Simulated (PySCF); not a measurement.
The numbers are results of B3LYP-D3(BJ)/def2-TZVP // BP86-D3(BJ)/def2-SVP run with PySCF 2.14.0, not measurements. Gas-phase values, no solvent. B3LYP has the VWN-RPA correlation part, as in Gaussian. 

Reference species (SMILES): `N` (neutral, multiplicity 1).

| Property | Value |
|---|---|
| HOMO | -7.52 eV |
| HOMO–LUMO gap | 8.05 eV |

Changed species: `CO` (free base CH3OH; the reference has free base NH3).

Question: Predict the effect on the HOMO and HOMO–LUMO gap.

Answer: the HOMO falls by 0.15 eV, to -7.67 eV; the HOMO–LUMO gap increases by 0.25 eV, to 8.30 eV.
